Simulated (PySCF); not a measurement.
**AlHO2 (SMILES [O]=[Al][OH]): levels of theory compared**

Aim: a comparison of 3 runs (HF/ccECP-cc-pVDZ, HF/ccECP-aug-cc-pVDZ, HF/ccECP-cc-pVTZ) of AlHO2. 

Program for the calculation: PySCF 2.14.0.

### Step 1. The structure to begin with

AlHO2 has 4 atoms, charge 0, and is taken as a singlet. SMILES: `[O]=[Al][OH]`. Geometry: a GFN2-xTB relaxation, a rough one for these elements and not checked as a minimum.

Bond lengths: O1–Al2 1.572 Å, Al2–O3 1.628 Å, O3–H4 0.949 Å. Angles: O1–Al2–O3 180.0°, Al2–O3–H4 179.6°.

### Step 2. The energy at HF/ccECP-cc-pVDZ (core potential) (run 1)

job.py

```python
from pyscf import gto, scf

mol = gto.M(
    atom='''
O   -1.605830  -1.403740  -0.651200
Al  -0.474020  -0.415070  -0.191330
O    0.698750   0.609040   0.285100
H    1.381100   1.209770   0.557430
''',
    ecp='ccecp',
    basis='ccecp-cc-pvdz',
    verbose=3,
    max_memory=1860,
    charge=0,
)

calc0 = scf.RHF(mol)
calc0.conv_tol = 1e-10
calc0.kernel()
if not calc0.converged:
    calc0 = calc0.newton().run(calc0.mo_coeff, calc0.mo_occ)

e_tot = calc0.e_tot
print('E = %.10f Eh' % e_tot)
```

Launch:

```console
OMP_NUM_THREADS=1 python job.py
```

The program printed:

```text
converged SCF energy = -34.0361998015814
E = -34.0361998016 Eh
```

Wall time 1.5 s (1 thread of Arm Neoverse V1, shared host); peak memory 0.12 GiB.

### Step 3. The energy at HF/ccECP-aug-cc-pVDZ (core potential) (run 2)

start.xyz

```xyz
4
AlHO2
O     -1.605830    -1.403740    -0.651200
Al    -0.474020    -0.415070    -0.191330
O      0.698750     0.609040     0.285100
H      1.381100     1.209770     0.557430
```

run.py

```python
# [O]=[Al][OH]
from pyscf import gto

molecule = gto.M(
    atom='start.xyz',
    charge=0,
    verbose=4,
    basis='ccecp-aug-cc-pvdz',
    ecp='ccecp',
    max_memory=1860,
)

calc0 = molecule.RHF()
calc0.conv_tol = 1e-10
calc0.kernel()
if not calc0.converged:
    calc0 = calc0.newton().run(calc0.mo_coeff, calc0.mo_occ)

e_final = calc0.e_tot
print(f'total energy: {e_final:.8f} hartree')
```

Launch:

```console
OMP_NUM_THREADS=1 python run.py
```

The program printed:

```text
PySCF version 2.14.0

[... 60 lines left out ...]
converged SCF energy = -34.0687537112394
total energy: -34.06875371 hartree
```

It took 2.5 s on 1 thread of Arm Neoverse V1, shared host; peak memory 0.15 GiB.

### Step 4. The energy at HF/ccECP-cc-pVTZ (core potential) (run 3)

calc.py

```python
from pyscf import gto, scf

system = gto.M(
    atom=[
    ('O', (-1.605830, -1.403740, -0.651200)),
    ('Al', (-0.474020, -0.415070, -0.191330)),
    ('O', (0.698750, 0.609040, 0.285100)),
    ('H', (1.381100, 1.209770, 0.557430)),
],
    charge=0,
    max_memory=1860,
    spin=0,
    basis='ccecp-cc-pvtz',
    ecp={'O': 'ccecp', 'Al': 'ccecp', 'H': 'ccecp'},
    verbose=3,
)

hf = scf.RHF(system)
hf.conv_tol = 1e-10
hf.kernel()
if not hf.converged:
    hf = hf.newton().run(hf.mo_coeff, hf.mo_occ)

e_tot = hf.e_tot
print('E(%s) = %.9f' % ('HF', e_tot))
```

Launch:

```console
OMP_NUM_THREADS=1 python calc.py
```

The program printed:

```text
converged SCF energy = -34.0902055940216
E(HF) = -34.090205594
```

It took 3.9 s on 1 thread of Arm Neoverse V1, shared host; peak memory 0.2 GiB.

### Step 5. All runs side by side

| run | level | energy (Eh) | dipole moment (D) | HOMO energy (eV) | LUMO energy (eV) | wall time |
| --- | --- | --- | --- | --- | --- | --- |
| 1 | HF/ccECP-cc-pVDZ (core potential) | -34.036200 | 6.35 | -11.15 | 1.61 | 1.5 s |
| 2 | HF/ccECP-aug-cc-pVDZ (core potential) | -34.068754 | 6.62 | -10.96 | 0.26 | 2.5 s |
| 3 | HF/ccECP-cc-pVTZ (core potential) | -34.090206 | 6.65 | -10.92 | 0.97 | 3.9 s |

### Step 6. Outcome

```
            quantity         value
 run 3: total energy  -34.09021 Eh
run 3: dipole moment        6.65 D
  run 3: HOMO energy     -10.92 eV
  run 3: LUMO energy       0.97 eV
run 3: HOMO–LUMO gap      11.89 eV
```

The dipole moment (its size) runs from 6.35 D (HF/ccECP-cc-pVDZ) to 6.65 D (HF/ccECP-cc-pVTZ). The HOMO–LUMO gap runs from 11.22 eV (HF/ccECP-aug-cc-pVDZ) to 12.75 eV (HF/ccECP-cc-pVDZ). All runs together took 7.9 s, the longest 3.9 s.
